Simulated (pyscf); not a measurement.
# Addition across a multiple bond or ene-type step: `[F][Mo]([F])([F])([F])=[S]` + `[SiH4]` -> `[F][MoH]([F])([F])([F])[S][SiH3]`

Gas phase, singlet surface, charge 0. Bonds broken: Si7–H8. Bonds formed: S1–Si7, Mo2–H8. Single points on ωB97X-D3(BJ)/def2-SVP structures (PySCF, gas phase).

Transition state (Å):

```xyz
11

S     -1.2931     0.5981     1.9386
Mo    -1.9901    -0.2750     0.0732
F     -1.4980    -1.3361    -1.3674
F     -3.7927    -0.0416    -0.2009
F     -2.3495    -1.8829     0.8795
F     -1.9414     1.3053    -0.9352
Si     0.4429     1.4738     0.4988
H     -0.2696    -0.0163    -0.2286
H      1.5651     0.7682     1.1589
H      0.6953     1.6862    -0.9523
H      0.1679     2.8203     1.0669
```

One imaginary mode, 343i cm⁻¹; descent along it reached the two sides named.

```json
[
 {"bond": "Si7–H8", "change": "breaks", "reactant side (Å)": "1.491", "saddle": "1.805", "product side": "2.466"},
 {"bond": "S1–Si7", "change": "forms", "reactant side (Å)": "4.2", "saddle": "2.419", "product side": "2.169"},
 {"bond": "Mo2–H8", "change": "forms", "reactant side (Å)": "3.5", "saddle": "1.766", "product side": "1.636"}
]
```

Electronic energies relative to the separated reactants (kcal/mol):

```csv
level,barrier,reaction energy,reverse barrier
ωB97X-D3(BJ)/def2-TZVP,33.0,+10.6,22.4
PBE/def2-TZVP,34.4,+16.3,18.2
r²SCAN/def2-TZVP,34.8,+15.8,19.0
B3LYP-D3(BJ)/def2-TZVP,37.9,+16.1,21.8
PBE0-D3(BJ)/def2-TZVP,33.9,+12.8,21.1
M06-2X/def2-TZVP,40.1,+17.1,23.0
ωB97M-D3(BJ)/def2-TZVP,39.0,+15.1,23.9
HF/def2-TZVP,58.1,+23.6,34.5
```

With ωB97M-D3(BJ)/def2-TZVP energies and thermal terms (ideal gas, 1 atm, RRHO with modes under 100 cm⁻¹ raised to 100, one conformer, R ln 2 for chiral ones without a mode under 150 cm⁻¹), in kcal/mol:

| T (K) | ΔH‡ | ΔG‡ | ΔH | ΔG |
|---|---|---|---|---|
| 298 | 40.4 | 50.6 | +16.8 | +25.8 |
| 600 | 40.6 | 60.9 | +17.7 | +34.6 |
| 900 | 41.1 | 71.0 | +18.8 | +42.8 |
| 1200 | 41.6 | 80.9 | +19.9 | +50.6 |

One saddle was located; it need not be the lowest between these sides. Elements past Kr carry the def2 core potentials, without spin-orbit coupling.
